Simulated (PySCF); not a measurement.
Gas-phase reaction: 2 BH2F ⇌ BF2 + 4 H + B

Energies from PySCF (xtb for GFN2), thermal terms from the rigid-rotor harmonic-oscillator model, ideal gas at 1 bar. † marks an energy on the PBE0/def2-TZVP geometry and frequencies; other levels use their own. CCSD(T) freezes the core. 6-31G* has spherical d functions here. Open shells (unrestricted): BF2 (multiplicity 2), H (multiplicity 2), B (multiplicity 2, electronic degeneracy 6); the rest are closed-shell singlets. GFN2 has no spin-polarisation term. Spin-orbit splitting is ignored; it lowers the true energy and changes the entropy of B. B3LYP is the form with VWN-RPA correlation. BH2F: computed as isolated molecules; such fragments, hydroxides, amides, oligomers or adducts are transient or little studied in the gas. CCSD(T) isn't extrapolated to the basis-set limit; its ΔH°(298 K) is 1509.9 kJ in def2-SVP and 1538.7 kJ in def2-TZVPP. The harmonic model lacks anharmonicity and excited electronic states, which grow with temperature; levels with a mode under 35 cm⁻¹ are left out.

```csv
level,"ΔE electronic, kJ","ΔH°(298 K), kJ","ΔS°(298 K), J/K","ΔG°(1400 K), kJ"
B3LYP/6-31G*,1672,1591,414,957
CCSD(T)/def2-SVP†,1588,1510,414,877
GFN2-xTB,2176,2100,414,1469
HF/def2-TZVP†,1332,1253,414,620
PBE0/def2-SVP†,1617,1539,414,906
```
ΔH° is lowest at HF/def2-TZVP† and highest at GFN2-xTB. No reference value is set beside these.
